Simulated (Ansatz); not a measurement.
in.yaml

```yaml
crystal:
  periodic: [false, false, false]
  atoms:
    - {symbol: Ge, position_ang: [0.012639, 0.023354, 0.000085]}
    - {symbol: H, position_ang: [1.698544, 0.069842, -0.006415]}
    - {symbol: H, position_ang: [-0.870539, 1.460133, 0.011985]}
    - {symbol: H, position_ang: [-1.738877, -3.213071, -0.011698]}
basis:
  gaussian: {orbitals: cc-pVDZ}
total_charge: -1
magnetization: {spin_polarized: false, initial_magnetization: 2}
hamiltonian: {xc: hf}
accuracy: high
scf: {lower_state_search: off}
output: {forces: true, orbitals: {seedname: orbitals}}
```

```sh
$ ansatz run in.yaml --threads 1 --pin off --events-out ev --progress --plain --max-ram 2393MiB
```

The program prints:

```
these checks for a lower state are left out or cut short: stability, starts, cluster_reference, orbital_swaps, neighbouring_geometries, increment
813 factors; integrals over basis functions are off by at most 4.4e-9 eV
mean field evaluation 1: about -56513.2440 eV, gradient 1.5e1 eV
mean field evaluation 2: about -56513.2582 eV, gradient 1.5e1 eV
mean field evaluation 4: about -56515.7241 eV, gradient 3.9e0 eV
mean field evaluation 8: about -56516.2363 eV, gradient 5.4e-1 eV
mean field evaluation 16: about -56516.2431 eV, gradient 1.3e-1 eV
mean field -56516.24349324 eV, -2076.9336402908 hartree, gradient 1.4e-8 eV, S^2 2.000000; 0 other end points of the search recorded, 0 dependent functions left out
the calculation of the forces begins
reference -56516.24349324 eV, -2076.9336402908 hartree; 19, 17 occupied and 23, 25 virtual orbitals, 813 factors
Total energy: -56516.24349324 eV, -2076.9336402908 hartree
Atom 0 at     0.012639     0.023354     0.000085 Å, force    -0.616304    -1.138798    -0.004146 eV/Å
Atom 1 at     1.698544     0.069842    -0.006415 Å, force    -0.684284     1.096899     0.009125 eV/Å
Atom 2 at    -0.870539     1.460133     0.011985 Å, force     1.292578     0.027096    -0.005033 eV/Å
Atom 3 at    -1.738877    -3.213071    -0.011698 Å, force     0.008011     0.014802     0.000054 eV/Å
Dipole moment:     0.003401     0.006284     0.000023 e Å
Checks for a lower state left out: stability, starts, cluster_reference, orbital_swaps, neighbouring_geometries, increment
```

Forces (eV/Å):
```
Ge  -0.616 -1.139 -0.004
H   -0.684  1.097  0.009
H    1.293  0.027 -0.005
H    0.008  0.015  0.000
```

Ran on 1 thread of Arm Neoverse V2, shared host: 1 s wall, 0.24 GiB peak host memory.
